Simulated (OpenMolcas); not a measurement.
**C2H2FN (SMILES N=C=CF): MP2/6-31G(d) (Cartesian functions)**

Aim: a structure relaxation of C2H2FN. 

The calculation is run with OpenMolcas 26.06.

### 1 The system as given

The species is C2H2FN (6 atoms), typed as a singlet with charge 0. SMILES: `N=C=CF`. The shape is that of a GFN2-xTB optimisation. The run starts from this shape.

Bond lengths: N1–C2 1.211 Å, C2–C3 1.302 Å, C3–F4 1.355 Å, N1–H5 1.013 Å, C3–H6 1.078 Å. Angles: N1–C2–C3 170.1°, C2–C3–F4 122.7°, C2–N1–H5 121.9°, C2–C3–H6 123.7°, F4–C3–H6 113.6°.

### 2 A geometry optimisation at MP2/6-31G(d) (Cartesian functions)

test.input

```
* C2H2FN MP2

&GATEWAY
 BasisSet
 N.6-31G*....
 N1 -0.163850 1.315300 -0.861080 angstrom
 End of Basis
 BasisSet
 C.6-31G*....
 C2 -0.039270 0.308620 -0.198730 angstrom
 C3 0.207610 -0.642510 0.655790 angstrom
 End of Basis
 BasisSet
 F.6-31G*....
 F4 1.139330 -1.601250 0.434200 angstrom
 End of Basis
 BasisSet
 H.6-31G*....
 H5 -0.829560 1.376010 -1.622650 angstrom
 H6 -0.314260 -0.756170 1.592480 angstrom
 End of Basis
>>> EXPORT MOLCAS_MAXITER=40
>>> Do While

&SEWARD

&SCF
 PrOrbitals = 0

&MBPT2
 Frozen = 4
 Grdt

&SLAPAF
>>> EndDo
```

The run is started by

```
$ export MOLCAS_MEM=1860
$ pymolcas test.input > test.log
```

Log:

```text
--- Start Module: gateway ---

                                              &GATEWAY

                       available to each process: 1.9 GB of memory, 1 thread

++    Symmetry information:
      ---------------------

                    Character Table for C1

                             E
                    a        1  x, y, xy, Rz, z, xz, Ry, yz, Rx, I
--

++    Basis set information:
      ----------------------

      Basis set label: N.6-31G**....

      Electronic valence basis set:
      ------------------
      Associated Effective Charge   7.000000 au
      Associated Actual Charge      7.000000 au
      Nuclear Model: Point charge

      Shell  nPrim  nBasis  Cartesian Spherical Contaminant
         s      10       3        X
         p       4       2        X
         d       1       1        X

      Basis set label: C.6-31G**....

      Electronic valence basis set:
      ------------------
      Associated Effective Charge   6.000000 au
      Associated Actual Charge      6.000000 au
      Nuclear Model: Point charge

      Shell  nPrim  nBasis  Cartesian Spherical Contaminant
         s      10       3        X
         p       4       2        X
         d       1       1        X

      Basis set label: F.6-31G**....

      Electronic valence basis set:
      ------------------
      Associated Effective Charge   9.000000 au
      Associated Actual Charge      9.000000 au
      Nuclear Model: Point charge

      Shell  nPrim  nBasis  Cartesian Spherical Contaminant
         s      10       3        X
         p       4       2        X
         d       1       1        X

      Basis set label: H.6-31G....

      Electronic valence basis set:
      ------------------
      Associated Effective Charge   1.000000 au
      Associated Actual Charge      1.000000 au
      Nuclear Model: Point charge

      Shell  nPrim  nBasis  Cartesian Spherical Contaminant
         s       4       2        X
--

++    Molecular structure info:
      -------------------------

                    ************************************************
                    **** Cartesian Coordinates / bohr, angstrom ****
                    ************************************************

     Center  Label                x              y              z                     x              y              z
        1      N1              -0.309632       2.485557      -1.627205             -0.163850       1.315300      -0.861080
        2      C2              -0.074210       0.583207      -0.375545             -0.039270       0.308620      -0.198730
        3      C3               0.392326      -1.214168       1.239263              0.207610      -0.642510       0.655790
        4      F4               2.153022      -3.025924       0.820519              1.139330      -1.601250       0.434200
        5      H5              -1.567641       2.600282      -3.066364             -0.829560       1.376010      -1.622650
        6      H6              -0.593865      -1.428954       3.009351             -0.314260      -0.756170       1.592480

                    ***************************************
                    *    InterNuclear Distances / bohr    *
                    ***************************************

               1 N1            2 C2            3 C3            4 F4            5 H5            6 H6
    1 N1       0.000000
    2 C2       2.289325        0.000000
    3 C3       4.732584        2.460858        0.000000
    4 F4       6.514018        4.406468        2.560831        0.000000
    5 H5       1.914922        3.679597        6.077000        7.784946        0.000000
    6 H6       6.074689        3.971947        2.037625        3.858327        7.355087        0.000000

                    *******************************************
                    *    InterNuclear Distances / angstrom    *
                    *******************************************

               1 N1            2 C2            3 C3            4 F4            5 H5            6 H6
    1 N1       0.000000
    2 C2       1.211459        0.000000
    3 C3       2.504376        1.302230        0.000000
    4 F4       3.447070        2.331802        1.355133        0.000000
    5 H5       1.013333        1.947159        3.215810        4.119616        0.000000
    6 H6       3.214587        2.101864        1.078265        2.041739        3.892144        0.000000

                    **************************************
                    *    Valence Bond Angles / degree    *
                    **************************************
                          Atom centers                 Phi
                      2 C2       1 N1       5 H5       121.89
                      1 N1       2 C2       3 C3       170.13
                      2 C2       3 C3       4 F4       122.67
                      2 C2       3 C3       6 H6       123.73
                      4 F4       3 C3       6 H6       113.59

           ***************************************************************
           *              Valence Dihedral Angles / degree               *
           ***************************************************************
                    Atom centers                       Phi1     Phi2     Theta
           3 C3       2 C2       1 N1       5 H5        170.13   121.89  -165.64
           1 N1       2 C2       3 C3       4 F4        170.13   122.67  -105.02
           1 N1       2 C2       3 C3       6 H6        170.13   123.73    76.09
--

            Nuclear Potential Energy            100.36839414 au

--- Stop Module: gateway /rc=_RC_ALL_IS_WELL_ ---

>>> EXPORT MOLCAS_MAXITER = 40

[... 50 lines left out ...]
      Nuclear repulsion energy =  100.36839414
[... 41 lines left out ...]
                                   SCF        iterations: Energy and convergence statistics
[... 20 lines left out ...]
 *                                             SCF/KS-DFT Program, Final results                                             *
[... 37 lines left out ...]
      Dipole Moment (debye):
[... 35 lines left out ...]
      Nuclear repulsion energy =  100.36839414
[... 37 lines left out ...]
       Second-order correlation energy      =       -0.5747202092 a.u.
[... 2 lines left out ...]
       Reference weight ( Cref**2 )         =        0.84817
[... 112 lines left out ...]
 Convergence test a la Schlegel.
[... 1 line left out ...]
 Convergence criterion on step/parameter<=: 3.0E-04
[... 18 lines left out ...]
  force constant weighted redundant internal coordinates.
[... 21 lines left out ...]
       +  Value      Threshold Converged? +  Value      Threshold Converged? +
[... 99 lines left out ...]
WARNING!
[... 24 lines left out ...]
       +  Value      Threshold Converged? +  Value      Threshold Converged? +
[... 52 lines left out ...]
WARNING!
[... 25 lines left out ...]
       +  Value      Threshold Converged? +  Value      Threshold Converged? +
[... 52 lines left out ...]
WARNING!
[... 26 lines left out ...]
       +  Value      Threshold Converged? +  Value      Threshold Converged? +
[... 52 lines left out ...]
WARNING!
[... 27 lines left out ...]
       +  Value      Threshold Converged? +  Value      Threshold Converged? +
[... 52 lines left out ...]
WARNING!
[... 28 lines left out ...]
       +  Value      Threshold Converged? +  Value      Threshold Converged? +
[... 52 lines left out ...]
WARNING!
[... 29 lines left out ...]
       +  Value      Threshold Converged? +  Value      Threshold Converged? +
[... 52 lines left out ...]
WARNING!
[... 27 lines left out ...]
       +  Value      Threshold Converged? +  Value      Threshold Converged? +
[... 52 lines left out ...]
WARNING!
[... 27 lines left out ...]
       +  Value      Threshold Converged? +  Value      Threshold Converged? +
[... 14 lines left out ...]
  Geometrical information of the final structure
[... 6 lines left out ...]
 * Nuclear coordinates of the final structure / bohr     *
[... 113 lines left out ...]
      Nuclear repulsion energy =   99.23018444
[... 40 lines left out ...]
                                   SCF        iterations: Energy and convergence statistics
[... 9 lines left out ...]
       Convergence after   5 Iterations
--

 *****************************************************************************************************************************
 *                                             SCF/KS-DFT Program, Final results                                             *
 *                                                       Final Results                                                       *
 *****************************************************************************************************************************

::    Total SCF energy                               -230.6958433283
      One-electron energy                            -513.0246613697
      Two-electron energy                             183.0986335985
      Nuclear repulsion energy                         99.2301844429
      Kinetic energy (interpolated)                   230.0177513646
      Virial theorem                                    1.0029479984
      Total spin, S(S+1)                                0.0000000000
      Total spin, S                                     0.0000000000
      Max non-diagonal density matrix element           0.0000091782
      Max non-diagonal Fock matrix element              0.0000025900

      No orbitals printed

++    Molecular charges:
      ------------------

      Mulliken charges per centre
      ---------------------------

                N1      C2      C3      F4      H5      H6
      Total    7.6797  5.6737  5.8731  9.3687  0.6248  0.7800

      N-E     -0.6797  0.3263  0.1269 -0.3687  0.3752  0.2200

      Total electronic charge=   30.000000

      Total            charge=   -0.000000
--

++    Molecular properties:
      ---------------------

      Charge (e):
                      =   -0.0000
      Dipole Moment (debye):
      Origin of the operator (angstrom)=    0.3481   -0.2407    0.0200
                   X= -2.3138E+00               Y= -1.5844E-01               Z= -7.4124E-02           Total=  2.3204E+00
      Quadrupole Moment (debye*angstrom):
      Origin of the operator (angstrom)=    0.3481   -0.2407    0.0200
                  XX= -2.1038E+01              XY= -6.3163E-01              XZ=  1.0636E+00              YY= -2.7396E+01
                  YZ= -1.0044E+00              ZZ= -1.8053E+01
      In traceless form (debye*angstrom)
                  XX=  1.6860E+00              XY= -9.4744E-01              XZ=  1.5954E+00              YY= -7.8504E+00
                  YZ= -1.5065E+00              ZZ=  6.1644E+00
--

WARNING!
Default frozen orbitals as non valence orbitals is overwritten by user input.
Default values:   4

      Cartesian coordinates in angstrom:
      -----------------------------------------------------
      No.  Label        X            Y            Z
      -----------------------------------------------------
       1   N1        -0.13579489   1.37188436  -0.87247453
       2   C2        -0.02098670   0.34698130  -0.17754113
       3   C3         0.20499203  -0.63694382   0.67271459
       4   F4         1.12768135  -1.60331116   0.39333424
       5   H5        -0.84110026   1.29450229  -1.61502135
       6   H6        -0.33479153  -0.77311296   1.59899818
      -----------------------------------------------------
      Nuclear repulsion energy =   99.23018444

      Contents of RUNFILE file:
      -------------------------

      Symmetry species                           1
                                                 a
      Number of basis functions                 64
      Frozen occupied orbitals                   4
      Active occupied orbitals                  11
      Active external orbitals                  49
      Deleted external orbitals                  0

      Reference numbers of frozen occupied orbitals according to the original input sequence
      symmetry species 1                        1  2  3  4

      Energies of the active occupied orbitals

      symmetry species 1                    -1.611038     -1.250697     -1.027564     -0.794775     -0.736411
                                            -0.714681     -0.682846     -0.599290     -0.560268     -0.484652
                                            -0.358322

      Energies of the active external orbitals

      symmetry species 1                     0.122259      0.185396      0.239093      0.279272      0.424935
                                             0.450028      0.547482      0.724673      0.750172      0.783332
                                             0.809900      0.820176      0.884276      0.962939      1.071309
                                             1.091355      1.109524      1.137216      1.278910      1.308014
[... 5 lines of this table left out ...]
                                             4.340943      4.533037      4.618735      4.981010

      ********************************************************************************************************
      *                                               Results                                                *
      ********************************************************************************************************

 Conventional algorithm used...

       SCF energy                           =     -230.6958433283 a.u.
       Second-order correlation energy      =       -0.5788224300 a.u.

       Total energy                         =     -231.2746657582 a.u.
       Reference weight ( Cref**2 )         =        0.84514

::    Total MBPT2 energy                             -231.2746657582

++    Molecular properties:
      ---------------------

      Charge (e):
                      =   -0.0000
      Dipole Moment (debye):
      Origin of the operator (angstrom)=    0.3481   -0.2407    0.0200
                   X= -2.1244E+00               Y= -1.2479E-02               Z= -2.7083E-01           Total=  2.1417E+00
      Quadrupole Moment (debye*angstrom):
      Origin of the operator (angstrom)=    0.3481   -0.2407    0.0200
                  XX= -2.0892E+01              XY= -9.1912E-01              XZ=  1.0874E+00              YY= -2.6484E+01
                  YZ= -1.1313E+00              ZZ= -1.8156E+01
      In traceless form (debye*angstrom)
                  XX=  1.4284E+00              XY= -1.3787E+00              XZ=  1.6310E+00              YY= -6.9606E+00
                  YZ= -1.6970E+00              ZZ=  5.5322E+00
--

       Zeroth-order energy (E0)             =      -47.5972097302 a.u.

       Shanks-type energy S1(E)             =     -231.2765013694 a.u.

       Data processing and timing information:

       Section                                              time(sec)
                                                          CPU  Elapsed

      Input data processing                              0.03      0.03
      Transformation of integrals                        0.56      0.64
      MBPT2 calculations (BJAI)                          0.67      0.90
      Total MBPT2 calculations                           1.26      1.57

--- Stop Module: last_energy /rc=_RC_ALL_IS_WELL_ ---
--- Module last_energy spent 3 seconds ---

>>> END DO

.##################.
.# Happy landing! #.
.##################.

    Timing: Wall=43.51 User=34.90 System=8.52
```

It took 44 s on 1 thread of Arm Neoverse V2, shared host; peak memory 0.41 GiB.

Step by step:

```csv
step,energy from the first frame kept (eV),largest force (eV/Å)
0,0.0000,2.4973
1,-0.0632,0.8000
2,-0.0798,0.2474
3,-0.0826,0.1999
4,-0.0837,0.0917
5,-0.0841,0.0345
6,-0.0843,0.0180
7,-0.0843,0.0160
8,-0.0843,0.0075
```

After the run. Bond lengths: N1–C2 1.244 Å, C2–C3 1.320 Å, C3–F4 1.365 Å, N1–H5 1.027 Å, C3–H6 1.081 Å. Angles: N1–C2–C3 172.0°, C2–C3–F4 120.8°, C2–N1–H5 113.9°, C2–C3–H6 124.1°, F4–C3–H6 115.1°.

### 3 What came out

Level: MP2/6-31G* (Cartesian functions), 4 core orbitals frozen.

| quantity | value |
| --- | --- |
| total energy at the end | -231.27467 Eh |
| dipole moment (mean-field density) | 2.32 D |
| HOMO energy (Hartree–Fock orbitals) | -9.75 eV |
| LUMO energy (Hartree–Fock orbitals) | 3.33 eV |
| HOMO–LUMO gap (Hartree–Fock orbitals) | 13.08 eV |
| correlation energy (4 core orbitals frozen) | -578.8 mEh |

In words: At the final geometry: Bond lengths: N1–C2 1.244 Å, C2–C3 1.320 Å, C3–F4 1.365 Å, N1–H5 1.027 Å, C3–H6 1.081 Å. Angles: N1–C2–C3 172.0°, C2–C3–F4 120.8°, C2–N1–H5 113.9°, C2–C3–H6 124.1°, F4–C3–H6 115.1°. The optimisation took 8 steps and changed the energy by -0.084 eV. Mulliken charges of the mean-field density run from -0.68 on N1 to +0.38 on H5; they depend strongly on the basis.
